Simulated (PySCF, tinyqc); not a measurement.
Worked calculation (part 1 of 2): RHF in the sto-3g basis, for CH2, spin multiplicity 1. The lowest restricted solution is unstable here: a spin-polarised one lies 0.0279 hartree lower (PySCF). Computed by tinyqc, a small Python program that keeps every step (integrals from PySCF). Settings: charge = 0, multiplicity = 1, basis = sto-3g, energy threshold = 1e-09, iteration cap = 62, orthogonalisation = symmetric, start = core, DIIS depth = 8, DIIS from iteration = 3, method = RHF. Command: `OMP_NUM_THREADS=1 python tinyqc.py 29952 29953 out.jsonl` (the two numbers bound the seeds that draw the settings). One thread of a shared host (Intel(R) Xeon(R) Processor @ 2.60GHz), about 0.06 s of CPU time with the checks. Later iterations appear only in the table of the cycle.

## One-electron integrals

Geometry (angstrom):
```
atom         x          y         z
C     0.000000   0.000000  0.000000
H     0.000000   1.370000  0.743000
H     0.000000  -1.370000  0.743000
```

Basis sto-3g: exponents (1/bohr^2) and contraction coefficients of normalised primitives:
```
element  l (shell)   exponent  coefficient
C            s (1)  71.616837     0.154329
C            s (1)  13.045096     0.535328
C            s (1)   3.530512     0.444635
C            s (2)   2.941249    -0.099967
C            s (2)   0.683483     0.399513
C            s (2)   0.222290     0.700115
C            p (3)   2.941249     0.155916
C            p (3)   0.683483     0.607684
C            p (3)   0.222290     0.391957
H            s (1)   3.425251     0.154329
H            s (1)   0.623914     0.535328
H            s (1)   0.168855     0.444635
```

Overlap, kinetic and nuclear-attraction integrals over the contracted functions; the nuclear repulsion is the sum of Za Zb / Rab.

nuclear repulsion = 4.26761966 hartree

overlap S, order 1C 1s, 1C 2s, 1C 2px, 1C 2py, 1C 2pz, 2H 1s, 3H 1s:
$$\begin{pmatrix}
1.000000 & 0.248362 & 0.000000 & 0.000000 & 0.000000 & 0.021545 & 0.021545 \\
0.248362 & 1.000000 & 0.000000 & 0.000000 & 0.000000 & 0.262212 & 0.262212 \\
0.000000 & 0.000000 & 1.000000 & 0.000000 & 0.000000 & 0.000000 & 0.000000 \\
0.000000 & 0.000000 & 0.000000 & 1.000000 & 0.000000 & 0.256199 & -0.256199 \\
0.000000 & 0.000000 & 0.000000 & 0.000000 & 1.000000 & 0.138946 & 0.138946 \\
0.021545 & 0.262212 & 0.000000 & 0.256199 & 0.138946 & 1.000000 & 0.031133 \\
0.021545 & 0.262212 & 0.000000 & -0.256199 & 0.138946 & 0.031133 & 1.000000
\end{pmatrix}$$

kinetic energy T (hartree), order 1C 1s, 1C 2s, 1C 2px, 1C 2py, 1C 2pz, 2H 1s, 3H 1s:
$$\begin{pmatrix}
15.891122 & -0.085890 & 0.000000 & 0.000000 & 0.000000 & -0.006281 & -0.006281 \\
-0.085890 & 0.472250 & 0.000000 & 0.000000 & 0.000000 & 0.010789 & 0.010789 \\
0.000000 & 0.000000 & 1.477728 & 0.000000 & 0.000000 & 0.000000 & 0.000000 \\
0.000000 & 0.000000 & 0.000000 & 1.477728 & 0.000000 & 0.058280 & -0.058280 \\
0.000000 & 0.000000 & 0.000000 & 0.000000 & 1.477728 & 0.031608 & 0.031608 \\
-0.006281 & 0.010789 & 0.000000 & 0.058280 & 0.031608 & 0.760032 & -0.008880 \\
-0.006281 & 0.010789 & 0.000000 & -0.058280 & 0.031608 & -0.008880 & 0.760032
\end{pmatrix}$$

nuclear attraction V (hartree), order 1C 1s, 1C 2s, 1C 2px, 1C 2py, 1C 2pz, 2H 1s, 3H 1s:
$$\begin{pmatrix}
-34.331823 & -4.360887 & 0.000000 & 0.000000 & -0.007899 & -0.383726 & -0.383726 \\
-4.360887 & -5.867000 & 0.000000 & 0.000000 & -0.090470 & -1.153720 & -1.153720 \\
0.000000 & 0.000000 & -5.787638 & 0.000000 & 0.000000 & 0.000000 & 0.000000 \\
0.000000 & 0.000000 & 0.000000 & -5.874228 & 0.000000 & -1.020762 & 1.020762 \\
-0.007899 & -0.090470 & 0.000000 & 0.000000 & -5.813107 & -0.564310 & -0.564310 \\
-0.383726 & -1.153720 & 0.000000 & -1.020762 & -0.564310 & -3.450593 & -0.123010 \\
-0.383726 & -1.153720 & 0.000000 & 1.020762 & -0.564310 & -0.123010 & -3.450593
\end{pmatrix}$$

core Hamiltonian H = T + V (hartree), order 1C 1s, 1C 2s, 1C 2px, 1C 2py, 1C 2pz, 2H 1s, 3H 1s:
$$\begin{pmatrix}
-18.440701 & -4.446777 & 0.000000 & 0.000000 & -0.007899 & -0.390007 & -0.390007 \\
-4.446777 & -5.394750 & 0.000000 & 0.000000 & -0.090470 & -1.142931 & -1.142931 \\
0.000000 & 0.000000 & -4.309910 & 0.000000 & 0.000000 & 0.000000 & 0.000000 \\
0.000000 & 0.000000 & 0.000000 & -4.396500 & 0.000000 & -0.962482 & 0.962482 \\
-0.007899 & -0.090470 & 0.000000 & 0.000000 & -4.335379 & -0.532703 & -0.532703 \\
-0.390007 & -1.142931 & 0.000000 & -0.962482 & -0.532703 & -2.690561 & -0.131890 \\
-0.390007 & -1.142931 & 0.000000 & 0.962482 & -0.532703 & -0.131890 & -2.690561
\end{pmatrix}$$

## Two-electron integrals

Functions are numbered as in S; the eight-fold symmetry (ij|kl) = (ji|kl) = (kl|ij) leaves the list below.

Two-electron integrals (ij|kl) in chemists' order, unique and non-zero (hartree):
```
(11|11) 3.541948    (21|11) 0.576921    (21|21) 0.111888    (22|11) 0.854682
(22|21) 0.205284    (22|22) 0.624709    (31|31) 0.020296    (32|31) 0.030858
(32|32) 0.137996    (33|11) 0.852436    (33|21) 0.205335    (33|22) 0.624568
(33|33) 0.672833    (41|41) 0.020296    (42|41) 0.030858    (42|42) 0.137996
(43|43) 0.036269    (44|11) 0.852436    (44|21) 0.205335    (44|22) 0.624568
(44|33) 0.600295    (44|44) 0.672833    (51|51) 0.020296    (52|51) 0.030858
(52|52) 0.137996    (53|53) 0.036269    (54|54) 0.036269    (55|11) 0.852436
(55|21) 0.205335    (55|22) 0.624568    (55|33) 0.600295    (55|44) 0.600295
(55|55) 0.672833    (61|11) 0.050247    (61|21) 0.009691    (61|22) 0.017771
(61|33) 0.017721    (61|41) 0.000485    (61|42) 0.000917    (61|44) 0.017842
(61|51) 0.000263    (61|52) 0.000497    (61|54) 0.000066    (61|55) 0.017757
(61|61) 0.000856    (62|11) 0.151777    (62|21) 0.037097    (62|22) 0.128684
(62|33) 0.125400    (62|41) 0.003037    (62|42) 0.023315    (62|44) 0.132909
(62|51) 0.001647    (62|52) 0.012644    (62|54) 0.004072    (62|55) 0.127609
(62|61) 0.003348    (62|62) 0.039121    (63|31) 0.003324    (63|32) 0.018783
(63|43) 0.004253    (63|53) 0.002307    (63|63) 0.004109    (64|11) 0.126780
(64|21) 0.031335    (64|22) 0.115202    (64|33) 0.109737    (64|41) 0.005439
(64|42) 0.037306    (64|44) 0.124235    (64|51) 0.001147    (64|52) 0.010046
(64|54) 0.005556    (64|55) 0.111499    (64|61) 0.002920    (64|62) 0.041376
(64|64) 0.047071    (65|11) 0.068757    (65|21) 0.016994    (65|22) 0.062478
(65|33) 0.059514    (65|41) 0.001147    (65|42) 0.010046    (65|44) 0.062763
(65|51) 0.003946    (65|52) 0.024231    (65|54) 0.006016    (65|55) 0.065083
(65|61) 0.001584    (65|62) 0.022440    (65|64) 0.023300    (65|65) 0.016746
(66|11) 0.338389    (66|21) 0.083986    (66|22) 0.332828    (66|33) 0.317847
(66|41) 0.007062    (66|42) 0.075924    (66|44) 0.352228    (66|51) 0.003830
(66|52) 0.041176    (66|54) 0.018646    (66|55) 0.327959    (66|61) 0.007607
(66|62) 0.140849    (66|64) 0.163389    (66|65) 0.088612    (66|66) 0.774606
(71|11) 0.050247    (71|21) 0.009691    (71|22) 0.017771    (71|33) 0.017721
(71|41) -0.000485   (71|42) -0.000917   (71|44) 0.017842    (71|51) 0.000263
(71|52) 0.000497    (71|54) -0.000066   (71|55) 0.017757    (71|61) 0.000831
(71|62) 0.003146    (71|64) 0.002569    (71|65) 0.001497    (71|66) 0.007121
(71|71) 0.000856    (72|11) 0.151777    (72|21) 0.037097    (72|22) 0.128684
(72|33) 0.125400    (72|41) -0.003037   (72|42) -0.023315   (72|44) 0.132909
(72|51) 0.001647    (72|52) 0.012644    (72|54) -0.004072   (72|55) 0.127609
(72|61) 0.003146    (72|62) 0.024878    (72|64) 0.019854    (72|65) 0.013936
(72|66) 0.066479    (72|71) 0.003348    (72|72) 0.039121    (73|31) 0.003324
(73|32) 0.018783    (73|43) -0.004253   (73|53) 0.002307    (73|63) 0.002350
(73|73) 0.004109    (74|11) -0.126780   (74|21) -0.031335   (74|22) -0.115202
(74|33) -0.109737   (74|41) 0.005439    (74|42) 0.037306    (74|44) -0.124235
(74|51) -0.001147   (74|52) -0.010046   (74|54) 0.005556    (74|55) -0.111499
(74|61) -0.002569   (74|62) -0.019854   (74|64) -0.014214   (74|65) -0.010977
(74|66) -0.052759   (74|71) -0.002920   (74|72) -0.041376   (74|74) 0.047071
(75|11) 0.068757    (75|21) 0.016994    (75|22) 0.062478    (75|33) 0.059514
(75|41) -0.001147   (75|42) -0.010046   (75|44) 0.062763    (75|51) 0.003946
(75|52) 0.024231    (75|54) -0.006016   (75|55) 0.065083    (75|61) 0.001497
(75|62) 0.013936    (75|64) 0.010977    (75|65) 0.009987    (75|66) 0.038863
(75|71) 0.001584    (75|72) 0.022440    (75|74) -0.023300   (75|75) 0.016746
(76|11) 0.015996    (76|21) 0.003924    (76|22) 0.014106    (76|33) 0.013750
(76|44) 0.014112    (76|51) 0.000302    (76|52) 0.002491    (76|55) 0.014440
(76|61) 0.000346    (76|62) 0.003667    (76|64) 0.003416    (76|65) 0.002332
(76|66) 0.011991    (76|71) 0.000346    (76|72) 0.003667    (76|74) -0.003416
(76|75) 0.002332    (76|76) 0.000456    (77|11) 0.338389    (77|21) 0.083986
(77|22) 0.332828    (77|33) 0.317847    (77|41) -0.007062   (77|42) -0.075924
(77|44) 0.352228    (77|51) 0.003830    (77|52) 0.041176    (77|54) -0.018646
(77|55) 0.327959    (77|61) 0.007121    (77|62) 0.066479    (77|64) 0.052759
(77|65) 0.038863    (77|66) 0.193097    (77|71) 0.007607    (77|72) 0.140849
(77|74) -0.163389   (77|75) 0.088612    (77|76) 0.011991    (77|77) 0.774606
```

## Orthogonalisation

S = U s U^T; symmetric (Loewdin) form X = U s^(-1/2) U^T, so that X^T S X = 1.

eigenvalues of S: [0.547385, 0.621778, 0.887962, 1.000000, 1.093510, 1.347088, 1.502277]

X, order 1C 1s, 1C 2s, 1C 2px, 1C 2py, 1C 2pz, 2H 1s, 3H 1s:
$$\begin{pmatrix}
1.025395 & -0.137202 & 0.000000 & 0.000000 & -0.004090 & 0.016306 & 0.016306 \\
-0.137202 & 1.085489 & 0.000000 & 0.000000 & 0.031508 & -0.147917 & -0.147917 \\
0.000000 & 0.000000 & 1.000000 & 0.000000 & 0.000000 & 0.000000 & 0.000000 \\
0.000000 & 0.000000 & 0.000000 & 1.056162 & 0.000000 & -0.143619 & 0.143619 \\
-0.004090 & 0.031508 & 0.000000 & 0.000000 & 1.016207 & -0.076444 & -0.076444 \\
0.016306 & -0.147917 & 0.000000 & -0.143619 & -0.076444 & 1.065759 & -0.007855 \\
0.016306 & -0.147917 & 0.000000 & 0.143619 & -0.076444 & -0.007855 & 1.065759
\end{pmatrix}$$

## Starting guess

The start is the orbitals of the core Hamiltonian; D = 2 C_occ C_occ^T.

D at the start, order 1C 1s, 1C 2s, 1C 2px, 1C 2py, 1C 2pz, 2H 1s, 3H 1s:
$$\begin{pmatrix}
2.138235 & -0.564087 & 0.000000 & 0.000000 & -0.019056 & 0.046653 & 0.046653 \\
-0.564087 & 2.298142 & 0.000000 & 0.000000 & 0.095254 & -0.180405 & -0.180405 \\
0.000000 & 0.000000 & 0.000000 & 0.000000 & 0.000000 & 0.000000 & 0.000000 \\
0.000000 & 0.000000 & 0.000000 & 2.180642 & 0.000000 & -0.217164 & 0.217164 \\
-0.019056 & 0.095254 & 0.000000 & 0.000000 & 2.053146 & -0.118161 & -0.118161 \\
0.046653 & -0.180405 & 0.000000 & -0.217164 & -0.118161 & 0.041770 & -0.001483 \\
0.046653 & -0.180405 & 0.000000 & 0.217164 & -0.118161 & -0.001483 & 0.041770
\end{pmatrix}$$

## Iteration 1: building the Fock matrix

J_ij = sum D_kl (ij|kl), K_ij = sum D_kl (ik|jl); F = H + J - 0.5 K; E = tr D H + tr D J / 2 - 0.25 tr D K + E_nn.

Coulomb J (hartree), order 1C 1s, 1C 2s, 1C 2px, 1C 2py, 1C 2pz, 2H 1s, 3H 1s:
$$\begin{pmatrix}
12.281311 & 2.395272 & 0.000000 & 0.000000 & 0.001423 & 0.208113 & 0.208113 \\
2.395272 & 5.484492 & 0.000000 & 0.000000 & -0.000665 & 1.083563 & 1.083563 \\
0.000000 & 0.000000 & 5.383801 & 0.000000 & 0.000000 & 0.000000 & 0.000000 \\
0.000000 & 0.000000 & 0.000000 & 5.525325 & 0.000000 & 0.954909 & -0.954909 \\
0.001423 & -0.000665 & 0.000000 & 0.000000 & 5.527824 & 0.517662 & 0.517662 \\
0.208113 & 1.083563 & 0.000000 & 0.954909 & 0.517662 & 2.685770 & 0.117426 \\
0.208113 & 1.083563 & 0.000000 & -0.954909 & 0.517662 & 0.117426 & 2.685770
\end{pmatrix}$$

exchange K (hartree), order 1C 1s, 1C 2s, 1C 2px, 1C 2py, 1C 2pz, 2H 1s, 3H 1s:
$$\begin{pmatrix}
7.267622 & 1.284095 & 0.000000 & 0.000000 & 0.000469 & 0.119476 & 0.119476 \\
1.284095 & 1.918591 & 0.000000 & 0.000000 & 0.002589 & 0.329012 & 0.329012 \\
0.000000 & 0.000000 & 0.461892 & 0.000000 & 0.000000 & 0.000000 & 0.000000 \\
0.000000 & 0.000000 & 0.000000 & 1.734919 & 0.000000 & 0.236097 & -0.236097 \\
0.000469 & 0.002589 & 0.000000 & 0.000000 & 1.734867 & 0.127494 & 0.127494 \\
0.119476 & 0.329012 & 0.000000 & 0.236097 & 0.127494 & 0.119166 & 0.035305 \\
0.119476 & 0.329012 & 0.000000 & -0.236097 & 0.127494 & 0.035305 & 0.119166
\end{pmatrix}$$

Fock matrix F (hartree), order 1C 1s, 1C 2s, 1C 2px, 1C 2py, 1C 2pz, 2H 1s, 3H 1s:
$$\begin{pmatrix}
-9.793201 & -2.693553 & 0.000000 & 0.000000 & -0.006710 & -0.241632 & -0.241632 \\
-2.693553 & -0.869554 & 0.000000 & 0.000000 & -0.092429 & -0.223874 & -0.223874 \\
0.000000 & 0.000000 & 0.842945 & 0.000000 & 0.000000 & 0.000000 & 0.000000 \\
0.000000 & 0.000000 & 0.000000 & 0.261366 & 0.000000 & -0.125621 & 0.125621 \\
-0.006710 & -0.092429 & 0.000000 & 0.000000 & 0.325012 & -0.078788 & -0.078788 \\
-0.241632 & -0.223874 & 0.000000 & -0.125621 & -0.078788 & -0.064374 & -0.032116 \\
-0.241632 & -0.223874 & 0.000000 & 0.125621 & -0.078788 & -0.032116 & -0.064374
\end{pmatrix}$$

total energy of this density = -36.79430978 hartree

## Iteration 1: diagonalisation and new density

Diagonalise F' = X^T F X, C = X C', fill 4 alpha and 4 beta electrons from the bottom; D = 2 C_occ C_occ^T. Each column has its largest component positive (the first on a tie).

F' = X^T F X (hartree):
$$\begin{pmatrix}
-9.569626 & -1.483300 & 0.000000 & 0.000000 & -0.008578 & 0.002982 & 0.002982 \\
-1.483300 & -0.291154 & 0.000000 & 0.000000 & -0.046575 & -0.153521 & -0.153521 \\
0.000000 & 0.000000 & 0.842945 & 0.000000 & 0.000000 & 0.000000 & 0.000000 \\
0.000000 & 0.000000 & 0.000000 & 0.366436 & 0.000000 & -0.182296 & 0.182296 \\
-0.008578 & -0.046575 & 0.000000 & 0.000000 & 0.354645 & -0.098248 & -0.098248 \\
0.002982 & -0.153521 & 0.000000 & -0.182296 & -0.098248 & 0.037206 & -0.013872 \\
0.002982 & -0.153521 & 0.000000 & 0.182296 & -0.098248 & -0.013872 & 0.037206
\end{pmatrix}$$

orbital energies (hartree): MO1 -9.801097, MO2 -0.262351, MO3 -0.093445, MO4 0.172671, MO5 0.407977, MO6 0.510960, MO7 0.842945

coefficients C, order 1C 1s, 1C 2s, 1C 2px, 1C 2py, 1C 2pz, 2H 1s, 3H 1s:
$$\begin{pmatrix}
0.992036 & -0.203589 & 0.000000 & -0.209135 & -0.038554 & 0.000000 & 0.000000 \\
0.031226 & 0.672931 & 0.000000 & 0.863865 & 0.204426 & 0.000000 & 0.000000 \\
0.000000 & 0.000000 & 0.000000 & 0.000000 & 0.000000 & 0.000000 & 1.000000 \\
0.000000 & 0.000000 & 0.339291 & 0.000000 & 0.000000 & 1.020594 & 0.000000 \\
0.002100 & 0.155676 & 0.000000 & -0.249582 & 0.979206 & 0.000000 & 0.000000 \\
-0.004568 & 0.361477 & 0.591976 & -0.566573 & -0.368616 & -0.496503 & 0.000000 \\
-0.004568 & 0.361477 & -0.591976 & -0.566573 & -0.368616 & 0.496503 & 0.000000
\end{pmatrix}$$

D after iteration 1, order 1C 1s, 1C 2s, 1C 2px, 1C 2py, 1C 2pz, 2H 1s, 3H 1s:
$$\begin{pmatrix}
2.138644 & -0.573378 & 0.000000 & 0.000000 & 0.045172 & 0.080732 & 0.080732 \\
-0.573378 & 2.400146 & 0.000000 & 0.000000 & -0.221560 & -0.492672 & -0.492672 \\
0.000000 & 0.000000 & 0.000000 & 0.000000 & 0.000000 & 0.000000 & 0.000000 \\
0.000000 & 0.000000 & 0.000000 & 0.230236 & 0.000000 & 0.401704 & -0.401704 \\
0.045172 & -0.221560 & 0.000000 & 0.000000 & 0.173061 & 0.395340 & 0.395340 \\
0.080732 & -0.492672 & 0.000000 & 0.401704 & 0.395340 & 1.604253 & 0.202513 \\
0.080732 & -0.492672 & 0.000000 & -0.401704 & 0.395340 & 0.202513 & 1.604253
\end{pmatrix}$$

## Iteration 2: building the Fock matrix

As before.

Coulomb J (hartree), order 1C 1s, 1C 2s, 1C 2px, 1C 2py, 1C 2pz, 2H 1s, 3H 1s:
$$\begin{pmatrix}
10.430291 & 1.959348 & 0.000000 & 0.000000 & 0.005494 & 0.170472 & 0.170472 \\
1.959348 & 4.453375 & 0.000000 & 0.000000 & 0.104464 & 0.988180 & 0.988180 \\
0.000000 & 0.000000 & 4.383160 & 0.000000 & 0.000000 & 0.000000 & 0.000000 \\
0.000000 & 0.000000 & 0.000000 & 4.523995 & 0.000000 & 0.920290 & -0.920290 \\
0.005494 & 0.104464 & 0.000000 & 0.000000 & 4.435737 & 0.511626 & 0.511626 \\
0.170472 & 0.988180 & 0.000000 & 0.920290 & 0.511626 & 3.176003 & 0.108957 \\
0.170472 & 0.988180 & 0.000000 & -0.920290 & 0.511626 & 0.108957 & 3.176003
\end{pmatrix}$$

exchange K (hartree), order 1C 1s, 1C 2s, 1C 2px, 1C 2py, 1C 2pz, 2H 1s, 3H 1s:
$$\begin{pmatrix}
7.191517 & 1.173670 & 0.000000 & 0.000000 & 0.004823 & 0.107176 & 0.107176 \\
1.173670 & 1.510363 & 0.000000 & 0.000000 & -0.020255 & 0.417056 & 0.417056 \\
0.000000 & 0.000000 & 0.342535 & 0.000000 & 0.000000 & 0.000000 & 0.000000 \\
0.000000 & 0.000000 & 0.000000 & 0.782337 & 0.000000 & 0.453218 & -0.453218 \\
0.004823 & -0.020255 & 0.000000 & 0.000000 & 0.587905 & 0.283323 & 0.283323 \\
0.107176 & 0.417056 & 0.000000 & 0.453218 & 0.283323 & 1.403394 & 0.052982 \\
0.107176 & 0.417056 & 0.000000 & -0.453218 & 0.283323 & 0.052982 & 1.403394
\end{pmatrix}$$

Fock matrix F (hartree), order 1C 1s, 1C 2s, 1C 2px, 1C 2py, 1C 2pz, 2H 1s, 3H 1s:
$$\begin{pmatrix}
-11.606169 & -3.074264 & 0.000000 & 0.000000 & -0.004817 & -0.273122 & -0.273122 \\
-3.074264 & -1.696557 & 0.000000 & 0.000000 & 0.024122 & -0.363279 & -0.363279 \\
0.000000 & 0.000000 & -0.098018 & 0.000000 & 0.000000 & 0.000000 & 0.000000 \\
0.000000 & 0.000000 & 0.000000 & -0.263673 & 0.000000 & -0.268801 & 0.268801 \\
-0.004817 & 0.024122 & 0.000000 & 0.000000 & -0.193595 & -0.162738 & -0.162738 \\
-0.273122 & -0.363279 & 0.000000 & -0.268801 & -0.162738 & -0.216255 & -0.049424 \\
-0.273122 & -0.363279 & 0.000000 & 0.268801 & -0.162738 & -0.049424 & -0.216255
\end{pmatrix}$$

total energy of this density = -37.83610092 hartree

## Iteration 2: diagonalisation and new density

As before.

F' = X^T F X (hartree):
$$\begin{pmatrix}
-11.385111 & -1.537157 & 0.000000 & 0.000000 & -0.022588 & -0.000153 & -0.000153 \\
-1.537157 & -1.097749 & 0.000000 & 0.000000 & 0.084823 & -0.179773 & -0.179773 \\
0.000000 & 0.000000 & -0.098018 & 0.000000 & 0.000000 & 0.000000 & 0.000000 \\
0.000000 & 0.000000 & 0.000000 & -0.137912 & 0.000000 & -0.250166 & 0.250166 \\
-0.022588 & 0.084823 & 0.000000 & 0.000000 & -0.148801 & -0.157314 & -0.157314 \\
-0.000153 & -0.179773 & 0.000000 & -0.250166 & -0.157314 & -0.062720 & -0.025332 \\
-0.000153 & -0.179773 & 0.000000 & 0.250166 & -0.157314 & -0.025332 & -0.062720
\end{pmatrix}$$

orbital energies (hartree): MO1 -11.610013, MO2 -0.947258, MO3 -0.444990, MO4 -0.328373, MO5 -0.098018, MO6 0.165932, MO7 0.269691

coefficients C, order 1C 1s, 1C 2s, 1C 2px, 1C 2py, 1C 2pz, 2H 1s, 3H 1s:
$$\begin{pmatrix}
0.994800 & -0.267613 & 0.000000 & 0.048433 & 0.000000 & -0.084970 & 0.000000 \\
0.020727 & 0.993366 & 0.000000 & -0.254749 & 0.000000 & 0.435615 & 0.000000 \\
0.000000 & 0.000000 & 0.000000 & 0.000000 & 1.000000 & 0.000000 & 0.000000 \\
0.000000 & 0.000000 & 0.664478 & 0.000000 & 0.000000 & 0.000000 & 0.845695 \\
0.001121 & -0.028205 & 0.000000 & 0.741668 & 0.000000 & 0.703211 & 0.000000 \\
-0.002933 & 0.064166 & 0.389163 & 0.399542 & 0.000000 & -0.651007 & -0.667460 \\
-0.002933 & 0.064166 & -0.389163 & 0.399542 & 0.000000 & -0.651007 & 0.667460
\end{pmatrix}$$

D after iteration 2, order 1C 1s, 1C 2s, 1C 2px, 1C 2py, 1C 2pz, 2H 1s, 3H 1s:
$$\begin{pmatrix}
2.127177 & -0.515113 & 0.000000 & 0.000000 & 0.089170 & -0.001476 & -0.001476 \\
-0.515113 & 2.104206 & 0.000000 & 0.000000 & -0.433867 & -0.076206 & -0.076206 \\
0.000000 & 0.000000 & 0.000000 & 0.000000 & 0.000000 & 0.000000 & 0.000000 \\
0.000000 & 0.000000 & 0.000000 & 0.883063 & 0.000000 & 0.517181 & -0.517181 \\
0.089170 & -0.433867 & 0.000000 & 0.000000 & 1.101737 & 0.589029 & 0.589029 \\
-0.001476 & -0.076206 & 0.000000 & 0.517181 & 0.589029 & 0.630415 & 0.024623 \\
-0.001476 & -0.076206 & 0.000000 & -0.517181 & 0.589029 & 0.024623 & 0.630415
\end{pmatrix}$$
